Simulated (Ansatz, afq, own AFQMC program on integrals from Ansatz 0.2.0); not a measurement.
# HSCl (triplet): AFQMC on the coupled-cluster ladder at distance Cl1–H2 along a hydrogen transfer = 1.466 Å, cc-pVTZ

How near does AFQMC come to the top of the ladder for HSCl (triplet)?

Computed with Ansatz 0.2.0, Gaussian basis, and an in-house AFQMC program (afq) on its integrals; all values are calculated. Level: cc-pVTZ, frozen cores.

The runs, in order: CCSD(T) on UHF; PBE (unrestricted); CCSDT(Q) on UHF; r2SCAN (unrestricted); PBE0 (unrestricted); B3LYP (unrestricted); wB97M-V (unrestricted); B2PLYP (unrestricted); Phaseless AFQMC, CISD trial on UHF.

## 1. What is computed

The geometry derives from fragments relaxed apart (PBE0/def2-TZVP) and kept rigid, so it is no stationary point. A hydrogen atom is moved between rigid fragments.

3 atoms, charge 0, spin multiplicity 3.

Atoms are counted from 1 here; the program's logs count them from 0.

Bond lengths: Cl1–H2 1.466 Å, H2–S3 1.521 Å. Angles: Cl1–H2–S3 180.0°.

## 2. CCSD(T) on UHF

in.yaml reads:

```yaml
crystal:
  periodic: [false, false, false]
  atoms:
    - {symbol: Cl, position_ang: [0.000000, 0.000000, -1.484333]}
    - {symbol: H, position_ang: [0.000000, 0.000000, -0.018333]}
    - {symbol: S, position_ang: [0.000000, 0.000000, 1.502667]}
basis:
  gaussian: {orbitals: cc-pVTZ}
magnetization: {spin_polarized: true, initial_magnetization: 2}
correlation: {method: ccsd_t, electrons: outside_noble_gas, hamiltonian_folder: ham}
```

Run with:

```console
ansatz run in.yaml --threads 1 --pin off --events-out ev --progress --plain --max-ram 16896MiB --backend cuda --devices 0, --max-vram 18GiB
```

What it wrote, shortened:

```text
Functional definition: HF
  name "HF"
  cite "Fock, Z. Phys. 61, 126 (1930) doi:10.1007/BF01340294"
  parent pbe
[...]
476 factors; integrals over basis functions are off by at most 7.1e-4 eV
[...]
mean field -23335.64349597 eV, -857.5690810095 hartree, gradient 6.3e-6 eV, S^2 2.017630; 11 other end points of the search recorded, 0 dependent functions left out
determinant -23335.64349597 eV, -857.5690810095 hartree, with singles and doubles -23345.80228145 eV, -857.9424094902 hartree
determinant -23335.63309770 eV, -857.5686988802 hartree, with singles and doubles -23345.91003635 eV, -857.9463694098 hartree
determinant -23333.94438959 eV, -857.5066400017 hartree, with singles and doubles -23344.02253286 eV, -857.8770049359 hartree
determinant -23335.64349597 eV, -857.5690810095 hartree, with singles and doubles -23345.80665045 eV, -857.9425700481 hartree
determinant -23335.63309770 eV, -857.5686988802 hartree, with singles and doubles -23345.91033804 eV, -857.9463804967 hartree
10 core orbitals not correlated: weight in the atoms' cores, before any rotation towards them, 1.000 or more for the frozen orbitals, at most 0.000 for the correlated occupied ones
reference -23335.63309770 eV, -857.5686988802 hartree; 8, 6 occupied and 64, 66 virtual orbitals, 476 factors
second order -9.13676156 eV of doubles, -0.00000000 eV of singles
cycle   1  -10.27723799 eV  change    2.3e-6 eV  update   1.0e-6
perturbative correction -0.41826046 eV, -0.0153707883 hartree
Total energy: -23346.32859615 eV, -857.9617511986 hartree
```

Wall time 4.5 s (1 × NVIDIA H100 80GB HBM3 with 1 thread of AMD EPYC 7R13 (Zen 3), shared host); peak host memory 1.8 GiB.

From the report: ⟨S²⟩ of the determinant 2.049 (pure triplet: 2.00); correlation -10.6955 eV; T1 0.015; largest double amplitude 0.05.

This run also writes the integrals to the folder ham.

## 3. PBE (unrestricted)

in.yaml, as its differences from that of step 2:

```diff
@@ -9,2 +9,3 @@
 magnetization: {spin_polarized: true, initial_magnetization: 2}
-correlation: {method: ccsd_t, electrons: outside_noble_gas, hamiltonian_folder: ham}
+hamiltonian: {xc: {name: PBE}}
+output: {orbitals: {seedname: orbitals}}
```

Run with:

```console
ansatz run in.yaml --threads 1 --pin off --events-out ev --progress --plain --max-ram 5632MiB --backend cpu
```

What it wrote, shortened:

```text
Functional definition: PBE
  name "PBE"
  cite "Perdew, Burke & Ernzerhof, Phys. Rev. Lett. 77, 3865 (1996) doi:10.1103/PhysRevLett.77.3865"
  parent pbe
[...]
601 factors; their error is unknown
[...]
mean field -23362.91797815 eV, -858.5713997425 hartree, gradient 2.6e-6 eV, S^2 2.004199; 16 other end points of the search recorded, 0 dependent functions left out
reference -23362.91800670 eV, -858.5714007915 hartree; 18, 16 occupied and 64, 66 virtual orbitals, 601 factors
Total energy: -23362.91800670 eV, -858.5714007915 hartree
```

Wall time 9 s (1 thread of AMD EPYC 7R13 (Zen 3), shared host); peak memory 1.8 GiB.

From the report: ⟨S²⟩ of the determinant 2.004 (pure triplet: 2.00).

## 4. CCSDT(Q) on UHF

in.yaml, as its differences from that of step 3:

```diff
@@ -9,3 +9,2 @@
 magnetization: {spin_polarized: true, initial_magnetization: 2}
-hamiltonian: {xc: {name: PBE}}
-output: {orbitals: {seedname: orbitals}}
+correlation: {method: ccsdt_q, electrons: outside_noble_gas}
```

Run with:

```console
ansatz run in.yaml --threads 1 --pin off --events-out ev --progress --plain --max-ram 16896MiB --backend cuda --devices 0, --max-vram 18GiB
```

What it wrote, shortened:

```text
Functional definition: HF
  name "HF"
  cite "Fock, Z. Phys. 61, 126 (1930) doi:10.1007/BF01340294"
  parent pbe
[...]
929 factors; integrals over basis functions are off by at most 1.7e-7 eV
[...]
mean field -23335.64351303 eV, -857.5690816367 hartree, gradient 6.0e-6 eV, S^2 2.017630; 11 other end points of the search recorded, 0 dependent functions left out
determinant -23335.64351303 eV, -857.5690816367 hartree, with singles and doubles -23345.80229509 eV, -857.9424099914 hartree
determinant -23335.63311239 eV, -857.5686994200 hartree, with singles and doubles -23345.91005225 eV, -857.9463699941 hartree
determinant -23333.94440883 eV, -857.5066407089 hartree, with singles and doubles -23344.02255624 eV, -857.8770057951 hartree
determinant -23335.64351303 eV, -857.5690816367 hartree, with singles and doubles -23345.80666422 eV, -857.9425705538 hartree
determinant -23335.63311239 eV, -857.5686994200 hartree, with singles and doubles -23345.91035409 eV, -857.9463810863 hartree
10 core orbitals not correlated: weight in the atoms' cores, before any rotation towards them, 1.000 or more for the frozen orbitals, at most 0.000 for the correlated occupied ones
reference -23335.63311239 eV, -857.5686994200 hartree; 8, 6 occupied and 64, 66 virtual orbitals, 929 factors
second order -9.13679283 eV of doubles, -0.00000000 eV of singles
cycle   1  -9.95005089 eV  change   -8.1e-1 eV  update   8.4e-2
[...]
cycle  18  -10.73512302 eV  change   -5.4e-7 eV  update   4.1e-7
perturbative correction -0.01987241 eV, -0.0007302976 hartree
Total energy: -23346.38810782 eV, -857.9639382121 hartree
```

Run time: 16 s. Hardware: 1 × NVIDIA H100 80GB HBM3 with 1 thread of AMD EPYC 7R13 (Zen 3), shared host; peak host memory 1.8 GiB.

From the report: ⟨S²⟩ of the determinant 2.049 (pure triplet: 2.00); correlation -10.7550 eV; T1 0.016; largest double amplitude 0.07.

## 5. r2SCAN (unrestricted)

in.yaml, as its differences from that of step 4:

```diff
@@ -9,2 +9,2 @@
 magnetization: {spin_polarized: true, initial_magnetization: 2}
-correlation: {method: ccsdt_q, electrons: outside_noble_gas}
+hamiltonian: {xc: {name: r2SCAN}}
```

Run with:

```console
ansatz run in.yaml --threads 1 --pin off --events-out ev --progress --plain --max-ram 5632MiB --backend cpu
```

What it wrote, shortened:

```text
Functional definition: r2SCAN
  name "r2SCAN"
  cite "Furness, Kaplan, Ning, Perdew & Sun, J. Phys. Chem. Lett. 11, 8208 (2020) doi:10.1021/acs.jpclett.0c02405"
  cite "Furness, Kaplan, Ning, Perdew & Sun, J. Phys. Chem. Lett. 11, 9248 (2020) doi:10.1021/acs.jpclett.0c03077"
  parent r2scan
[...]
601 factors; their error is unknown
[...]
mean field -23371.04213660 eV, -858.8699570588 hartree, gradient 1.5e-6 eV, S^2 2.008634; 12 other end points of the search recorded, 0 dependent functions left out
reference -23371.04214471 eV, -858.8699573567 hartree; 18, 16 occupied and 64, 66 virtual orbitals, 601 factors
Total energy: -23371.04214471 eV, -858.8699573567 hartree
```

Run time: 18 s. Hardware: 1 thread of AMD EPYC 7R13 (Zen 3), shared host; peak memory 1.8 GiB.

From the report: ⟨S²⟩ of the determinant 2.009 (pure triplet: 2.00).

## 6. PBE0 (unrestricted)

in.yaml, as its differences from that of step 5:

```diff
@@ -9,2 +9,3 @@
 magnetization: {spin_polarized: true, initial_magnetization: 2}
-hamiltonian: {xc: {name: r2SCAN}}
+hamiltonian: {xc: {name: PBE0}}
+output: {orbitals: {seedname: orbitals}}
```

The command is unchanged.

What it wrote:

```text
Functional definition: PBE0
  name "PBE0"
  cite "Adamo & Barone, J. Chem. Phys. 110, 6158 (1999) doi:10.1063/1.478522"
  cite "Perdew, Burke & Ernzerhof, Phys. Rev. Lett. 77, 3865 (1996) doi:10.1103/PhysRevLett.77.3865"
  parent pbe
  parameter a = 0.25
  parameter kappa = 0.804
  parameter beta = 0.06672455060314922
  exchange = (1 - a)*pbe_x(kappa = kappa, mu = beta*pi^2/3) + a*exact_x
  correlation = pbe_c(beta = beta)
643 factors; their error is unknown
mean field evaluation 1: about -23363.4065 eV, gradient 1.3e1 eV
mean field evaluation 2: about -23339.4530 eV, gradient 5.3e1 eV
mean field evaluation 4: about -23364.4503 eV, gradient 2.8e0 eV
mean field evaluation 8: about -23364.5932 eV, gradient 1.7e-1 eV
mean field evaluation 16: about -23364.5932 eV, gradient 1.5e-5 eV
mean field evaluation 32: about -23364.6582 eV, gradient 1.0e-5 eV
mean field -23364.65823467 eV, -858.6353529898 hartree, gradient 1.6e-6 eV, S^2 2.009528; 5 other end points of the search recorded, 0 dependent functions left out
reference -23364.65825617 eV, -858.6353537802 hartree; 18, 16 occupied and 64, 66 virtual orbitals, 643 factors
Total energy: -23364.65825617 eV, -858.6353537802 hartree
```

It took 6.5 s on 1 thread of AMD EPYC 7R13 (Zen 3), shared host; peak memory 1.8 GiB.

From the report: ⟨S²⟩ of the determinant 2.010 (pure triplet: 2.00).

## 7. B3LYP (unrestricted)

in.yaml, as its differences from that of step 6:

```diff
@@ -9,3 +9,2 @@
 magnetization: {spin_polarized: true, initial_magnetization: 2}
-hamiltonian: {xc: {name: PBE0}}
-output: {orbitals: {seedname: orbitals}}
+hamiltonian: {xc: {name: B3LYP}}
```

The command is unchanged.

What it wrote, shortened:

```text
Functional definition: B3LYP
  name "B3LYP"
  cite "Stephens, Devlin, Chabalowski & Frisch, J. Phys. Chem. 98, 11623 (1994) doi:10.1021/j100096a001"
  cite "Becke, Phys. Rev. A 38, 3098 (1988) doi:10.1103/PhysRevA.38.3098"
  cite "Lee, Yang & Parr, Phys. Rev. B 37, 785 (1988) doi:10.1103/PhysRevB.37.785"
  cite "Vosko, Wilk & Nusair, Can. J. Phys. 58, 1200 (1980) doi:10.1139/p80-159"
[...]
632 factors; their error is unknown
[...]
mean field -23373.59064149 eV, -858.9636128861 hartree, gradient 3.7e-6 eV, S^2 2.007480; 10 other end points of the search recorded, 0 dependent functions left out
reference -23373.59084187 eV, -858.9636202500 hartree; 18, 16 occupied and 64, 66 virtual orbitals, 632 factors
Total energy: -23373.59084187 eV, -858.9636202500 hartree
```

It took 11 s on 1 thread of AMD EPYC 7R13 (Zen 3), shared host; peak memory 1.8 GiB.

From the report: ⟨S²⟩ of the determinant 2.007 (pure triplet: 2.00).

## 8. wB97M-V (unrestricted)

in.yaml, as its differences from that of step 7:

```diff
@@ -9,2 +9,3 @@
 magnetization: {spin_polarized: true, initial_magnetization: 2}
-hamiltonian: {xc: {name: B3LYP}}
+hamiltonian: {xc: {name: wB97M-V}}
+output: {orbitals: {seedname: orbitals}}
```

The command is unchanged.

What it wrote, shortened:

```text
Functional definition: wB97M-V
  name "wB97M-V"
  cite "Mardirossian & Head-Gordon, J. Chem. Phys. 144, 214110 (2016) doi:10.1063/1.4952647"
  cite "Becke, J. Chem. Phys. 107, 8554 (1997) doi:10.1063/1.475007"
  cite "Vydrov & Van Voorhis, J. Chem. Phys. 133, 244103 (2010) doi:10.1063/1.3521275"
  # Of w^i u^j: cxij and so on, Table III.
[...]
  gx(w, u) = 1 - cx + cx01*u + cx10*w
  gss(w, u) = css00 + css04*u^4 + css10*w + css20*w^2 + css43*w^4*u^3
  gos(w, u) = cos00 + cos10*w + (cos20 + cos21*u)*w^2 + (cos60 + cos61*u)*w^6
[...]
      + integral(e_c_pw_mod_opposite_spin*gos(b97_w_opposite, b97_u_opposite)) + vv10(b, c)
611 factors; their error is unknown
105 factors; integrals over basis functions are off by at most 8.0e-5 eV
[...]
mean field -23371.09768625 eV, -858.8719984707 hartree, gradient 6.6e-6 eV, S^2 2.008988; 3 other end points of the search recorded, 0 dependent functions left out
reference -23371.09771589 eV, -858.8719995601 hartree; 18, 16 occupied and 64, 66 virtual orbitals, 611 factors
Total energy: -23371.09771589 eV, -858.8719995601 hartree
```

Run time: 21 s. Hardware: 1 thread of AMD EPYC 7R13 (Zen 3), shared host; peak memory 1.8 GiB.

From the report: ⟨S²⟩ of the determinant 2.009 (pure triplet: 2.00).

## 9. B2PLYP (unrestricted)

in.yaml, as its differences from that of step 8:

```diff
@@ -9,3 +9,3 @@
 magnetization: {spin_polarized: true, initial_magnetization: 2}
-hamiltonian: {xc: {name: wB97M-V}}
-output: {orbitals: {seedname: orbitals}}
+hamiltonian: {xc: {name: B2PLYP}}
+correlation: {electrons: outside_noble_gas}
```

Launched as before.

What it wrote, shortened:

```text
Functional definition: B2PLYP
  name "B2PLYP"
  cite "Grimme, J. Chem. Phys. 124, 034108 (2006) doi:10.1063/1.2148954"
  cite "Becke, Phys. Rev. A 38, 3098 (1988) doi:10.1103/PhysRevA.38.3098"
  cite "Lee, Yang & Parr, Phys. Rev. B 37, 785 (1988) doi:10.1103/PhysRevB.37.785"
[...]
476 factors; integrals over basis functions are off by at most 7.1e-4 eV
[...]
mean field -23362.51541571 eV, -858.5566058455 hartree, gradient 2.3e-6 eV, S^2 2.020250; 6 other end points of the search recorded, 0 dependent functions left out
10 core orbitals not correlated: weight in the atoms' cores, before any rotation towards them, 1.000 or more for the frozen orbitals, at most 0.000 for the correlated occupied ones
reference -23362.51554414 eV, -858.5566105652 hartree; 8, 6 occupied and 64, 66 virtual orbitals, 476 factors
second order -11.27565667 eV of doubles, -0.00000000 eV of singles
Total energy: -23365.55997144 eV, -858.6684912050 hartree
```

It took 10 s on 1 thread of AMD EPYC 7R13 (Zen 3), shared host; peak memory 1.8 GiB.

From the report: ⟨S²⟩ of the determinant 2.020 (pure triplet: 2.00).

## 10. Phaseless AFQMC, CISD trial on UHF

It reads the integrals that the CCSD(T) run on this determinant wrote.

Run with:

```console
afq ham --method phaseless --trial cisd --walkers 2600 --populations 20 --least-time 60 --time-step 0.005 --steps-per-block 50 --equilibration-blocks 28 --max-blocks 4000 --target-error 0.00022 --factor-cut 1e-05 --start spin_pure --seed 1851 --release-times 0.24,0.51,0.99,1.62,2.4 --release-step 0.03 --release-every 3 --taylor-order 6
```

What it wrote:

```text
orbitals 72  electrons 8 6  factors 462 of 476
reference energy -857.56869888 Eh
CCSD correlation -0.37768157 Eh in 12 cycles, weight of the determinant in the CISD state 0.8506
energy of the start -857.943327 Eh
 block  time / (1/Eh)  mean weight  energy / Eh
     1     0.250  0.9996  -857.938245
     2     0.500  0.9998  -857.944646
     3     0.750  0.9998  -857.950732
     4     1.000  0.9994  -857.955073
     5     1.250  0.9998  -857.956556
     6     1.500  0.9996  -857.958133
     7     1.750  1.0005  -857.959854
     8     2.000  1.0001  -857.961608
     9     2.250  0.9997  -857.961886
    10     2.500  0.9997  -857.963757
    11     2.750  0.9995  -857.963754
    13     3.250  1.0001  -857.963221
    15     3.750  1.0001  -857.963287
    17     4.250  1.0003  -857.964028
    19     4.750  1.0001  -857.962093
    21     5.250  0.9998  -857.963885
    23     5.750  0.9999  -857.963336
    25     6.250  0.9998  -857.965168
    27     6.750  1.0000  -857.963139
    29     7.250  1.0001  -857.963792
    31     7.750  0.9999  -857.963328
    33     8.250  1.0003  -857.963939
    35     8.750  0.9992  -857.964223
    37     9.250  0.9998  -857.962982
    39     9.750  1.0001  -857.962290
    41    10.250  1.0001  -857.962890
    43    10.750  0.9997  -857.962125
    45    11.250  1.0007  -857.962567
    47    11.750  1.0001  -857.962770
    49    12.250  1.0000  -857.962353
    51    12.750  1.0000  -857.961433
    53    13.250  1.0003  -857.962220
    55    13.750  1.0001  -857.962121
    57    14.250  0.9998  -857.963316
    59    14.750  0.9999  -857.962892
    61    15.250  0.9998  -857.962765
    63    15.750  1.0001  -857.962970
    65    16.250  1.0005  -857.964043
    67    16.750  1.0002  -857.964134
    69    17.250  1.0000  -857.961989
    71    17.750  1.0001  -857.961985
    73    18.250  1.0001  -857.961337
    75    18.750  1.0000  -857.966536
    77    19.250  1.0000  -857.965409
    79    19.750  1.0004  -857.961993
    81    20.250  1.0003  -857.961133
    83    20.750  1.0002  -857.961140
    85    21.250  0.9993  -857.961510
    87    21.750  0.9999  -857.962522
    89    22.250  1.0001  -857.961062
    91    22.750  1.0001  -857.961850
    93    23.250  1.0001  -857.963914
    95    23.750  1.0002  -857.964427
    97    24.250  1.0005  -857.962879
error from the spread of 20 populations
released: time / (1/Eh)  energy / Eh  error  mean overlap
  0.24  -857.963142  0.000156  0.9998
  0.51  -857.963707  0.000189  0.9952
  0.99  -857.963666  0.000201  0.9967
  1.62  -857.964137  0.000247  0.9888
  2.40  -857.963886  0.000329  0.9870
energy -857.962900 +/- 0.000208 Eh
```

It took 2.3 min on 1 × NVIDIA H100 80GB HBM3 with 2 threads of AMD EPYC 7R13 (Zen 3), shared host; peak host memory 1.8 GiB.

Energy -23346.3599 ± 0.0057 eV. Caveats: constraint bias not in the error.

## 11. AFQMC on the ladder

On the UHF determinant, counted from CCSDT(Q) (a yardstick, not exact):

```
                                                level  energy (eV)  from CCSDT(Q) (meV)  statistical error (meV)     time
                                                   HF  -23335.6331             +10755.0                                  
                                                  MP2  -23344.7699              +1618.2                                  
                                                 CCSD  -23345.9103               +477.8                                  
                                              CCSD(T)  -23346.3286                +59.5                                  
                                             CCSDT(Q)  -23346.3881                  0.0                                  
Phaseless AFQMC, CISD trial, step 0.005, 2600 walkers  -23346.3599                +28.2                      5.7  2.3 min
```

The functionals' totals stand on their own zeros and serve differences with other points: PBE -23362.918 eV; r2SCAN -23371.042 eV; PBE0 -23364.658 eV; B3LYP -23373.591 eV; wB97M-V -23371.098 eV; B2PLYP -23365.560 eV.

## 12. Outcome

| quantity | value |
| --- | --- |
| CCSD(T) on UHF from CCSDT(Q) | +59.5 meV |
| Phaseless AFQMC, CISD trial on UHF from CCSDT(Q) | +28.2 ± 5.7 meV |

**Reading.** On UHF the phaseless walk with the CISD trial lies +28.2 meV from CCSDT(Q), 5 times its error bar. Error bars are statistical and leave out the constraint, the time step and what remains of the start.
